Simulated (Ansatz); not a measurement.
CsCl-type TlBr was calculated with PBE in Ansatz (plane waves, PAW).

Run with plane-wave cutoff 520 eV, 6×6×6 k mesh, perturbation theory, scalar-relativistic PAW data made under PBE.

The cell has the measured lattice parameters. Conventional cell: a = 3.9800 Å, b = 3.9800 Å, c = 3.9800 Å, α = 90.00°, β = 90.00°, γ = 90.00°.

Harmonic phonon frequencies (cm⁻¹; i marks an imaginary mode; at Γ without the LO shift):

| q point | frequencies |
|---|---|
| Γ | 0 0 0 37 37 37 |
| X | (withheld) |
| M | 13 38 38 39 67 67 |
| R | 41 41 41 89 89 89 |

Some entries are withheld; supply them.


- X, frequencies: 19 19 54 54 65 106

No imaginary mode appears at these points.

Note: the run warned that the k mesh is coarse for the response to a field; the cell isn't this level's own, so it is under some stress, which shifts stiffness and frequencies.

Ansatz is a quantum-chemistry and plane-wave program.
